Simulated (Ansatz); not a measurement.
`[CH3][AlH][SH]` + H₂ → `[AlH2][SH]` + CH₄ at 600 K and 1 bar (hydrogenolysis of the Al–C bond).

Isolated molecules relaxed with PBE0-D4/def2-TZVP in Ansatz; ΔE leaves out vibrations. CCSD(T)/CBS is extrapolated from def2-TZVPP and def2-QZVPP, frozen cores. One conformer a species, not always the lowest.

```
         species  CCSD(T)/CBS energy (Eh)  H − E (kJ/mol)  S (J/(mol·K))
`[CH3][AlH][SH]`               -680.89177           186.2          392.5
              H₂                 -1.17463            43.9          150.8
    `[AlH2][SH]`               -641.61534            94.5          317.9
             CH₄                -40.45885           140.4          215.7
```

H − E and S are ideal-gas, rigid-rotor, harmonic terms from PBE0-D4/def2-TZVP, for one conformer and one mirror image of each species. 1 Eh = 2625.50 kJ/mol, R = 8.31446 J/(mol·K).

Task: By hand: ΔE, ΔH, ΔS and ΔG.

Result: ΔE = (-641.61534) + (-40.45885) − (-680.89177) − (-1.17463) = -0.00779 Eh = -20.5 kJ/mol. Δ(H − E) = 94.5 + 140.4 − 186.2 − 43.9 = 4.8, so ΔH = -15.7 kJ/mol. ΔS = 317.9 + 215.7 − 392.5 − 150.8 = -9.7 J/(mol·K). ΔG = -15.7 − 600 × (-9.7)/1000 = -9.9 kJ/mol.

Task: By hand: the equilibrium constant, and the temperature at which ΔG would vanish if ΔH and ΔS stayed fixed.

Result: log₁₀ K = −ΔG/(RT ln 10) = 0.9. ΔG = 0 at ΔH/ΔS = 1619 K, though so small a ΔS makes that figure unsure.

TΔS isn't small against ΔH here. A doubt of 5 kJ/mol in ΔE shifts log₁₀ K by 0.4 here. Other conformers and mirror images would add mixing entropy, several J/(mol·K) or more a flexible species. Modes under 60 cm⁻¹, often nearly free rotors, make the harmonic entropy too high. These are equilibria of isolated gas molecules and say nothing of rates. Largest T1 diagnostic: 0.011 (customary marks: 0.02 for closed shells, 0.045 for open ones).
